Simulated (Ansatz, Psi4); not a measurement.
C4H6 (1-butyne): from total energies to a heat of formation

C4H6: 10 atoms, total charge 0, spin state singlet. SMILES: `C#CCC`. The coordinates come from a PBE0-D4/def2-TZVP relaxation.

Total energies at wB97X/cc-pVDZ (Psi4 1.11); the atoms run unrestricted:

```tsv
species	state	energy (Eh)
C4H6	singlet	-155.926559
C	triplet	-37.839575
H	doublet	-0.500603
```

Harmonic wavenumbers at PBE0-D4/def2-TZVP, in cm⁻¹: 203, 222, 368, 527, 670, 677, 785, 863, 1044, 1092, 1104, 1285, 1347, 1404, 1467, 1487, 1497, 2239, 3047, 3060, 3079, 3138, 3143, 3484.

Measured heats of formation of the gaseous atoms at 298.15 K, in kJ/mol: C 716.9, H 218.0. Spin-orbit lowering of the atoms at 298 K (mean of the ground term's levels less their thermal mean, from spectra), in kJ/mol: C 0.02. Take 1 Eh = 2625.50 kJ/mol, 1 cm⁻¹ = 0.0119627 kJ/mol, RT = 2.479 kJ/mol.

**Question.** What heat of formation follows?

**Answer.** 
1. Electronic atomisation energy: 4 × (-37.839575) + 6 × (-0.500603) − (-155.926559) = 1.564641 Eh = 4108.0 kJ/mol.
2. Zero-point energy: half the sum of the wavenumbers, 18616 cm⁻¹ = 222.7 kJ/mol.
3. Thermal vibrational enthalpy, Σ hcν̃/(exp(hcν̃/kT) − 1): 5.6 kJ/mol. Translation, rotation and pV of a non-linear molecule: 4 RT = 9.9 kJ/mol.
4. The 10 free atoms carry 5/2 RT each: 62.0 kJ/mol.
5. Spin-orbit coupling lowers the free atoms by 4 × 0.02 = 0.1 kJ/mol.
6. Atomisation enthalpy at 298 K: 4108.0 − 0.1 − 222.7 − 5.6 − 9.9 + 62.0 = 3931.7 kJ/mol.
7. Sum of the atoms' heats of formation: 4175.6 kJ/mol. Heat of formation: 4175.6 − 3931.7 = +243.9 kJ/mol.

The tabulated value is +165.4 kJ/mol (Active Thermochemical Tables), so this level is off by +78.5 kJ/mol, or 2.0 % of the atomisation enthalpy that the table implies (4010.1 kJ/mol). Anharmonicity and any spin-orbit splitting of the molecule are left out.
